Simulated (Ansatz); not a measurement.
Silicon tetrafluoride, relaxed with RKS PBE0-D4/def2-TZVP in Ansatz 0.2.0 from a PBE-D4/def2-SVP geometry. The force threshold is 0.005 eV/Å; the program also tests the step.

The species carries charge 0 and has multiplicity 1.

Start:

```xyz
5

F     1.572    0.271   -0.148
Si    0.000    0.000    0.000
F    -0.444   -1.137   -1.039
F    -0.807    1.350   -0.306
F    -0.321   -0.484    1.493
```

Question: By how much does the energy fall, and how many steps does the optimiser take? (An estimate is asked.)

Answer: Ansatz gave: 13.18 kJ/mol, in 3 steps.

Question: Which bonds change most? (An estimate is asked.)

Answer: Ansatz gave: Si2–F4 from 1.603 to 1.562 Å; Si2–F5 from 1.603 to 1.562 Å; F1–Si2 from 1.603 to 1.562 Å; Si2–F3 from 1.602 to 1.562 Å.

Question: Give the relaxed structure. (An estimate is asked.)

Answer: The calculation gave: 
```xyz
5

F     1.532    0.265   -0.144
Si    0.000    0.000    0.000
F    -0.433   -1.108   -1.012
F    -0.786    1.316   -0.299
F    -0.313   -0.473    1.455
```
